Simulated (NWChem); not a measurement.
# Be cation, doublet

Results from NWChem. Spin-unrestricted. No stability test was run on the SCF state. Total energies compare along this basis series because the functional is fixed.

```csv
level,basis functions,energy (Ha),highest occupied level (eV),"lowest empty minus highest occupied level, either spin (eV)",<S²>
PBE0/def2-SVP,9,-14.2902,-15.31,5.41,0.750
PBE0/def2-SVPD,12,-14.2902,-15.31,5.41,0.750
PBE0/def2-TZVP,19,-14.3059,-15.47,5.75,0.750
PBE0/def2-TZVPP,19,-14.3059,-15.47,5.75,0.750
PBE0/def2-QZVP,36,-14.3069,-15.48,5.96,0.750
```
